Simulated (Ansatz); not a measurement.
We consider bcc Sr (high-temperature phase), described by PBEsol in Ansatz (plane waves, PAW).

Run with plane-wave cutoff 500 eV, 22×22×22 k mesh, Fermi–Dirac smearing 0.1 eV, scalar-relativistic PAW data made under PBE.

Computed at the level's own relaxed cell.

Question: What does this level give for the equilibrium volume per atom and equilibrium lattice constant a?

Answer: 
- equilibrium volume per atom = 51.20 Å³/atom
- equilibrium lattice constant a = 4.678 Å

The run finds no gap.

Note: symmetry holds this phase in the static calculation, where it need not be a minimum; the volume lies 10 % below that of the published cell.

Static lattice: no zero-point or thermal effects.

Computing time: roughly 70 core-seconds.

Ansatz is a quantum-chemistry and plane-wave program.
